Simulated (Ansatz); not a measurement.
# V (V, bcc): the cost of one run

Program: Ansatz 0.2.0. Level of theory: DFT PBE, plane waves (420 eV) with PAW, scalar-relativistic. These are calculated values, not measurements.

**1. The starting structure**

Symmetry: Im-3m, No. 229, cubic system. The conventional cell has a = 3.024 Å, b = 3.024 Å, c = 3.024 Å, α = 90.00°, β = 90.00°, γ = 90.00°. Around V (site symmetry m-3m) lie 8 V at 2.62 Å.

Structure file:

```cif
data_structure
_symmetry_space_group_name_H-M 'Im-3m'
_symmetry_Int_Tables_number 229
_cell_length_a 3.0240
_cell_length_b 3.0240
_cell_length_c 3.0240
_cell_angle_alpha 90.000
_cell_angle_beta 90.000
_cell_angle_gamma 90.000
_cell_volume 27.65
loop_
_atom_site_label
_atom_site_type_symbol
_atom_site_symmetry_multiplicity
_atom_site_Wyckoff_symbol
_atom_site_fract_x
_atom_site_fract_y
_atom_site_fract_z
_atom_site_occupancy
V1 V 2 a 0.00000 0.00000 0.00000 1
```

Starting moments (μB): +1.

**2. Relaxation of the cell**

input.yaml reads:

```yaml
crystal:
  lattice:
    - [-1.512, 1.512, 1.512]
    - [1.512, -1.512, 1.512]
    - [1.512, 1.512, -1.512]
  atoms:
    - { symbol: V, position: [0.0, 0.0, 0.0], spin: 1.0 }
hamiltonian:
  xc: pbe
  pseudopotentials:
    kind: paw
    azcp:
      V: "pseudopotentials/V.paw.azcp"
basis:
  ecutwfc: 420
  fft_grid_basis: typed
kpoints:
  mp_grid: { grid: [15, 15, 15], shift: [0, 0, 0] }
magnetization:
  spin_polarized: true
scf:
  occupations: { method: fermi_dirac, width: 0.05 }
relax:
  max_steps: 60
  f_tol: 0.01
  cell: {}
```

**Question.** How long does this run take on 2 threads of an x86-64 CPU, shared host, and how much memory does it need?

About 14 s, with a peak of 0.45 GiB.
